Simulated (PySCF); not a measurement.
Q: What does the PBE0-D3(BJ)/def2-SVP structure of `C#CC1(N)CC1` look like in three dimensions?

A: 
```
atom  x, y, z in Å
C1     2.632   -0.271   -0.345
C2     1.448   -0.062   -0.179
C3     0.043    0.241    0.006
N4    -0.378    1.599   -0.191
C5    -0.964   -0.819   -0.379
C6    -0.713   -0.532    1.063
H7     3.679   -0.459   -0.491
H8    -0.149    1.900   -1.137
H9     0.128    2.216    0.442
H10   -1.887   -0.440   -0.822
H11   -0.581   -1.750   -0.802
H12   -0.155   -1.261    1.653
H13   -1.465    0.045    1.606
```

Orientation and origin are arbitrary. Atoms count from 1 in this order. The 3-membered ring C3–C5–C6 has internal angles of 59.1° to 60.5°. N4 (primary amine nitrogen) is pyramidal (angles 110.0°, 109.9° and 106.7°, sum 326.6°, 0.39 Å off the plane of its three neighbours). The 5 C–C bonds span 1.213 Å (C1≡C2, drawn triple) to 1.512 Å (C3–C6, drawn single), a spread of 0.299 Å.

Bonds between heavy atoms (Å): C1≡C2 1.213, C2–C3 1.450, C3–N4 1.435, C3–C5 1.512, C5–C6 1.492, C3–C6 1.512.

The calculation used PBE0-D3(BJ)/def2-SVP geometry optimisation, gas phase (PySCF).

Point group: Cs (every atom within 0.08 Å of its image). PBE0-D3(BJ)/def2-SVP frequencies: not computed here. The numbers are those of one conformer (C2–C3–N4–H 59° and -59°).
